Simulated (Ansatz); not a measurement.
# C5H4: the cost of one run

Computed with Ansatz 0.2.0, Gaussian basis. Level: the settings change from run to run.

## 1. The relaxed structure

The geometry comes from an earlier relaxation with PBE0-D4 in a triple-zeta def2 set; it is a stationary point, not always the lowest conformer.

SMILES `C=C=C1C=C1`, 9 atoms, charge 0, spin multiplicity 1.

Atoms are counted from 1 here; the program's logs count them from 0.

Bond lengths: C1–C2 1.306 Å, C1–H6 1.088 Å, C1–H7 1.088 Å, C2–C3 1.288 Å, C3–C4 1.447 Å, C3–C5 1.447 Å, C4–C5 1.305 Å, C4–H8 1.078 Å, C5–H9 1.078 Å. Angles: C2–C1–H6 121.8°, C2–C1–H7 121.8°, H6–C1–H7 116.4°, C1–C2–C3 180.0°, C2–C3–C4 153.2°, C2–C3–C5 153.2°, C4–C3–C5 53.6°, C3–C4–C5 63.2°, C3–C4–H8 147.5°, C5–C4–H8 149.3°, C3–C5–C4 63.2°, C3–C5–H9 147.5°, C4–C5–H9 149.3°.

Geometry (Å):

```
C     0.20953    1.28660   -1.71523
C     0.08857    0.50349   -0.67753
C    -0.03089   -0.26870    0.34683
C    -0.32021   -1.53583    0.98224
C     0.01939   -0.54874    1.76530
H    -0.62588    1.87301   -2.09130
H     1.15124    1.38767   -2.25023
H    -0.61248   -2.56634    0.86401
H     0.20932   -0.17747    2.75901
```

## 2. PBE0-DH/def2-TZVPD

This run has charge +1, multiplicity 2, high accuracy.

in.yaml

```yaml
crystal:
  periodic: [false, false, false]
  atoms:
    - {symbol: C, position_ang: [0.209531, 1.286604, -1.715230]}
    - {symbol: C, position_ang: [0.088568, 0.503489, -0.677528]}
    - {symbol: C, position_ang: [-0.030888, -0.268699, 0.346830]}
    - {symbol: C, position_ang: [-0.320211, -1.535826, 0.982236]}
    - {symbol: C, position_ang: [0.019393, -0.548738, 1.765303]}
    - {symbol: H, position_ang: [-0.625881, 1.873011, -2.091303]}
    - {symbol: H, position_ang: [1.151242, 1.387670, -2.250227]}
    - {symbol: H, position_ang: [-0.612476, -2.566342, 0.864007]}
    - {symbol: H, position_ang: [0.209324, -0.177470, 2.759010]}
basis:
  gaussian: {orbitals: def2-TZVPD}
total_charge: 1
magnetization: {spin_polarized: true, initial_magnetization: 1}
hamiltonian: {xc: {name: PBE0-DH}}
accuracy: high
```

Launch:

```console
ansatz run in.yaml --threads 2 --pin off --events-out ev --progress --plain --max-ram 4352MiB
```

Q: Estimate wall time and peak memory on 2 threads of Intel Xeon 6975P-C, shared host.

About 41 s, with a peak of 1.5 GiB.
